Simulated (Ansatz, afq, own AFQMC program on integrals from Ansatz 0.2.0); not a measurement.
Integrals from Ansatz 0.2.0, then the random walk in our own AFQMC program (afq).

```yaml
crystal:
  periodic: [false, false, false]
  atoms:
    - {symbol: B, position_ang: [0.000000, 0.000000, 0.668909]}
    - {symbol: O, position_ang: [0.000000, 0.000000, -0.612266]}
    - {symbol: H, position_ang: [0.000000, 1.050271, 1.272063]}
    - {symbol: H, position_ang: [0.000000, -1.050271, 1.272063]}
basis:
  gaussian: {orbitals: cc-pVDZ}
magnetization: {spin_polarized: false, initial_magnetization: 1}
correlation: {method: ccsd_t, electrons: outside_noble_gas, hamiltonian_folder: ham}
```

```sh
$ ansatz run in.yaml --threads 1 --pin off --events-out ev --progress --plain --max-ram 1382MiB
```

Options of the walk:

```
--method phaseless --trial cisd --walkers 60 --populations 1 --least-time 40 --time-step 0.005 --steps-per-block 50 --equilibration-blocks 28 --max-blocks 300 --target-error 0.0004 --factor-cut 1e-05 --start spin_pure --seed 6754 --release-times 0.24,0.51,0.99,1.62,2.4 --release-step 0.03 --release-every 4 --taylor-order 6
```

Times are imaginary, in 1/Eh. The walk had a cap of 1172 s.

```
orbitals 36  electrons 6 5  factors 275 of 344
reference energy -100.70105506 Eh
CCSD correlation -0.27055171 Eh in 13 cycles, weight of the determinant in the CISD state 0.8617
energy of the start -100.971607 Eh
 block  time / (1/Eh)  mean weight  energy / Eh
     1     0.250  0.9982  -100.968964
     2     0.500  1.0001  -100.973072
     3     0.750  0.9975  -100.971912
     4     1.000  0.9999  -100.979867
     5     1.250  0.9999  -100.977270
     8     2.000  1.0017  -100.978545
    17     4.250  1.0008  -100.981646
    41    10.250  0.9988  -100.980357
    65    16.250  1.0009  -100.977618
    89    22.250  0.9991  -101.017252
   113    28.250  1.0003  -100.980589
   137    34.250  0.9993  -100.986335
   161    40.250  1.0015  -100.976849
   185    46.250  1.0002  -100.980980
   201    50.250  1.0006  -100.971594
   209    52.250  1.0004  -100.985066
   233    58.250  0.9959  -100.978797
   257    64.250  1.0015  -100.993404
   281    70.250  0.9987  -100.980882
   305    76.250  0.9995  -100.982658
   321    80.250  1.0013  -100.981570
blocks merged  error / Eh  count
     1  0.000378  300
     2  0.000453  150
     4  0.000538  75
     8  0.000612  37
    16  0.000569  18
    32  0.000538  9
released: time / (1/Eh)  energy / Eh  error  mean overlap
  0.24  -100.986354  0.006481  0.9918
  0.51  -100.980190  0.000610  0.9844
  0.99  -100.980212  0.000644  0.9810
  1.62  -100.980811  0.000797  0.9782
  2.40  -100.979940  0.001034  0.9968
energy -100.981105 +/- 0.000612 Eh
(rows thinned)
```

Question: Estimate how long the walk took on 1 thread of Arm Neoverse V1, on a shared host.

Answer: 8.5 min of wall time.

The run passed its tests (sampling time, drift between the halves within three errors, error under three times the target), which doesn't prove that it has relaxed.

Against this walk (error 16.6 meV) on the same determinant: CCSD(T) 73.5 meV higher, CCSDT(Q) 26.2 meV higher (within the noise). The error is statistical and leaves out the bias of the constraint. The released energies have errors that jump between times, so the bars are unsure (meV from the phaseless value at times in 1/Eh: -143 ± 176 at 0.24, 25 ± 17 at 0.51, 24 ± 18 at 0.99, 8 ± 22 at 1.62, 32 ± 28 at 2.40), so they give no level.

Cautions: constraint bias not in the error; error above the target (16.6 against 10.9 meV); higher spins were not checked; raised T1 diagnostic (T1 0.047, weight of the determinant 0.86, largest double 0.06); the bias of populations of 60 walkers isn't removed.

CCSDT and higher add their correlation energy to the determinant of the CCSD(T) run, since their own runs factorise the integrals more tightly (a shift of under 2 meV). A walk keeps the symmetry of its determinant, which the program's search chose and which needn't be the lowest solution, so a lower state of the same spin and another symmetry isn't excluded.
